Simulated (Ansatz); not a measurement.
# B–AlH₂, triplet in 6-31G: errors against full CI

Geometry: a PBE0/def2-TZVP stationary point for this spin, not checked as a minimum.

```xyz
4

B     0.0000    0.0000    1.5511
Al    0.0000    0.0000   -0.5282
H     0.0000   -1.4113   -1.2487
H     0.0000    1.4113   -1.2487
```

Basis 6-31G; Ansatz 0.2.0. Only valence electrons are correlated (noble-gas cores frozen), which leaves 8 electrons in 20 orbitals. R marks a restricted (for open shells ROHF) determinant, U an unrestricted one. Active spaces: valence = (8e, 10o) chosen from the atoms' valence shells; pair = (4e, 4o) about the gap.

Full CI is exact within this basis and frozen core; it isn't the basis-set limit. The frozen core follows each run's orbitals, which can shift R against U totals by a few meV.

For open shells CISD and CISDTQ are restricted-active-space CI with the open shells as a complete middle space.

```
UHF ⟨S²⟩                          : 2.001
T1 diagnostic (RCCSD)             : 0.0316
largest doubles amplitude (RCCSD) : 0.064
T1 diagnostic (UCCSD)             : 0.0300
```

```tsv
level	E − E(full CI) (kJ/mol)	share of correlation (%)	wall time
RHF	227.8	0.00	–
UHF	226.6	0.53	–
RMP2	78.7	65.47	–
UMP2	78.3	65.63	–
CISD	17.6	92.27	0.63 s
RCCSD	8.0	96.47	–
UCCSD	7.9	96.52	–
RCCSD(T)	3.1	98.65	0.69 s
UCCSD(T)	3.0	98.68	0.64 s
BCCD(T)	2.8	98.79	0.78 s
RCCSDT	0.4	99.83	–
UCCSDT	0.4	99.84	–
CISDTQ	0.5	99.77	5.5 s
RCCSDT(Q)	0.1	99.94	2.8 s
UCCSDT(Q)	0.1	99.96	2.5 s
CASSCF (valence space)	58.3	74.40	–
NEVPT2 (valence space)	18.2	92.03	3.3 s
NEVPT4(SD) (valence space)	3.4	98.52	5.5 s
MRCISD (valence space)	2.0	99.12	–
MRCISD+Q (valence space)	1.0	99.56	6 s
```

The correlation energy at full CI, counted from RHF, is -2.361 eV. That run took 52 s on 1 thread of Intel Xeon Platinum 8488C, shared host over 5,855,680 determinants.

Run but not shown, since their state or frozen core can't be matched to the reference's or they repeat it: CASSCF (pair space), NEVPT2 (pair space), MRCISD (pair space), MRCISD+Q (pair space).

Times hold each run's SCF and search for its determinant on a shared host, so for small cases they say little of a method's own cost; they ran on 1 thread of Intel Xeon Platinum 8488C.

The full-CI state has the irrep B1 of C2v, in the program's axes.

Natural occupations of full CI about the gap: 1.969 1.957 1.930 0.992 0.983 0.043 0.038 0.027 0.019 0.017; effectively unpaired electrons, Σ n²(2−n)², 2.05.
